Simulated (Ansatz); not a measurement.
Species: formamide, CH₃NO, charge 0, multiplicity 1. 
Structure (B3LYP-D3(BJ)/def2-TZVP (Ansatz, a program for electronic structure) minimum search):
```
C
O 1 1.2093
N 1 1.3564 2 124.95
H 3 1.0045 1 121.30 2 180.00
H 3 1.0072 4 119.31 1 180.00
H 1 1.1056 2 122.73 3 180.00
```
Charge 0, spin multiplicity 1.

Basis-set convergence of Hartree-Fock and CCSD correlation energies (hartree) with Ansatz. Correlated levels leave the core frozen unless marked. No spin-orbit coupling. No relativistic terms.

| basis | functions | E(HF) | E(corr, CCSD) |
|---|---|---|---|
| cc-pVDZ | - | -168.94820 | -0.50089 |
| cc-pVTZ | 132 | (withheld) | (withheld) |

Question: What belongs in the gaps?

Answer: 
- cc-pVTZ, E(HF): -169.00155
- cc-pVTZ, E(corr, CCSD): -0.61422
